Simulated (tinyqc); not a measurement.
UHF in the sto-6g basis, for LiH, spin multiplicity 1, step by step. One step of it, computed by the program tinyqc.

Problem. Orthogonalisation. S = U s U^T; symmetric (Loewdin) form X = U s^(-1/2) U^T, so that X^T S X = 1.

overlap S, lower triangle:
```
           1Li 1s    1Li 2s   1Li 2px   1Li 2py   1Li 2pz     2H 1s
1Li 1s   1.000000
1Li 2s   0.235742  1.000000
1Li 2px  0.000000  0.000000  1.000000
1Li 2py  0.000000  0.000000  0.000000  1.000000
1Li 2pz  0.000000  0.000000  0.000000  0.000000  1.000000
2H 1s    0.029025  0.302942  0.000000  0.000000  0.421571  1.000000
```

Give: eigenvalues of S; X.

Solution.

eigenvalues of S: 0.4678  0.8078  1.0000  1.0000  1.1761  1.5483

X, lower triangle:
```
          1Li 1s   1Li 2s  1Li 2px  1Li 2py  1Li 2pz   2H 1s
1Li 1s    1.0223
1Li 2s   -0.1270   1.0670
1Li 2px   0.0000   0.0000   1.0000
1Li 2py   0.0000   0.0000   0.0000   1.0000
1Li 2pz  -0.0066   0.0616   0.0000   0.0000   1.0837
2H 1s     0.0168  -0.1879   0.0000   0.0000  -0.2564  1.1275
```
